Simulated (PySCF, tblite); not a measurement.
# C4H9S radical: geometry, infrared bands and EPR parameters

Aim: predict the infrared bands and EPR parameters of C4H9S radical (`CC[C](C)S`).

Programs: tblite 0.8.0 and PySCF 2.14.0, with density-fitted response routines of our own. Each step states its level of theory. These are calculated values for one molecule in the gas phase, unless marked as measured. Atoms are numbered from 0 throughout.

## Step 1: Starting geometry

14 atoms, charge 0, multiplicity 2; geometry from: force field or distance geometry start.

Bonds of the start (Å): C0–C1 1.54, C1–C2 1.50, C2–C3 1.49, C2–S4 1.74, C0–H5 1.09, C0–H6 1.09, C0–H7 1.09, C1–H8 1.08, C1–H9 1.09, C3–H10 1.10, C3–H11 1.09, C3–H12 1.09, S4–H13 1.35.

## Step 2: Geometry optimisation with GFN2-xTB

What the job is given:

```
{"job": {"kind": "relax", "xc": "GFN2-xTB", "basis": "xTB"}, "charge": 0, "multiplicity": 2}
C      1.629000    -0.100700    -0.491200
C      0.298000     0.662600    -0.591100
C     -0.685000     0.178900     0.438300
C     -1.525800    -1.013500     0.116200
S     -0.852100     0.971300     1.975700
H      1.473500    -1.170200    -0.667000
H      2.085700     0.032900     0.489400
H      2.327100     0.279400    -1.240400
H     -0.110900     0.532700    -1.586300
H      0.490300     1.729900    -0.457000
H     -2.256000    -1.239900     0.911400
H     -2.084500    -0.871000    -0.804200
H     -0.893600    -1.901800     0.015300
H      0.103700     1.908800     1.823900
```

Command:

```console
> OMP_NUM_THREADS=1 python probes_run.py task.json out
```

One launch serves the whole session: the jobs run in the order shown.

**Question.** This job is followed by: GFN2-xTB harmonic vibrations, gas phase; UKS B3LYP, pcH-1 on C H S, non-relativistic, mean-field spin-orbit, GIAO. What will the session give for the following? strongest single infrared mode (GFN2-xTB); zero-point energy (GFN2-xTB); g(iso) (B3LYP); ⟨S²⟩; largest a(iso) (averaged by class); surface potential, 1st and 99th percentile.

The runs gave:

```
                                 quantity                  value
strongest single infrared mode (GFN2-xTB)  2376 cm⁻¹, 129 km/mol
             zero-point energy (GFN2-xTB)          72.6 kcal/mol
                           g(iso) (B3LYP)                2.00393
                                     ⟨S²⟩     0.754 (exact 0.75)
       largest a(iso) (averaged by class)   13C on C2, 142.4 MHz
    surface potential, 1st and 99th percentile     -0.82 V and 1.15 V
```

The optimisation took 67 steps and gained 0.075 eV; among the close pairs (by a distance rule), C3–H10 changed most, from 1.103 to 1.088 Å. No mode is imaginary among the 36: a minimum at this level. The strongest single mode, at 2376 cm⁻¹, moves mainly H13. Unscaled tight-binding wavenumbers are off by several per cent, some by more. Its intensities can rank the bands wrongly. C2 carries the largest spin population, 0.84 e. The isotropic g lies 1.6 ppt above the free-electron value.
